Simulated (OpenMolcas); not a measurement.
SiNH3 (SMILES N[SiH]): the energy, rung by rung

SiNH3 has 5 atoms, charge 0, and is taken as a singlet. As SMILES, `N[SiH]`. Geometry: relaxed at GFN2-xTB. This is one conformer, not always the lowest.

```tsv
atom	x (Å)	y (Å)	z (Å)
N	-0.2987	-0.4693	0.1229
Si	0.0054	1.1950	0.3897
H	0.1891	-1.0675	-0.5292
H	-1.0095	-0.9776	0.6207
H	1.1137	1.3194	-0.6042
```

Each level gives the energy change with the Si2–H5 bond stretched from 1.494 to 3.734 Å (eV). The values are calculated.

| level | kind | program | value (eV) | less FCI/STO-3G | CPU time (all runs) |
| --- | --- | --- | --- | --- | --- |
| M06-2X/STO-3G (restricted) | hybrid meta-GGA | OpenMolcas | 7.20 | +2.87 | 8.9 s |
| B2PLYP/STO-3G (restricted) | double hybrid | OpenMolcas | 5.68 | +1.35 | 7.2 s |
| MP2/STO-3G (restricted) | perturbation theory | OpenMolcas | 5.60 | +1.27 | 3 s |
| CASPT2(2,2)/STO-3G | multireference | OpenMolcas | 4.26 | -0.07 | 2.9 s |
| CASSCF(2,2)/STO-3G | multireference | OpenMolcas | 4.11 | -0.22 | 2.9 s |
| ACPF/STO-3G (restricted) | coupled cluster or CI | OpenMolcas | -3.43 | -7.76 | 3.1 s |
| CCSD(T)/STO-3G (restricted) | coupled cluster or CI | OpenMolcas | 4.25 | -0.08 | 3.9 s |
| FCI/STO-3G | exact in the basis | OpenMolcas | 4.33 | 0.00 | 23 s |

FCI/STO-3G is exact within its basis and frozen core, so for wave-function methods in that basis the difference is their error; functionals converge differently with the basis, so for them it is only a difference. The first shape isn't each level's own minimum. The values span -3.43 to 7.20 eV. All rows use very small basis sets, so even the best lies far from the true value. CPU times are rough (shared hosts, several kinds of processor): they show what a rung costs within a factor of a few.
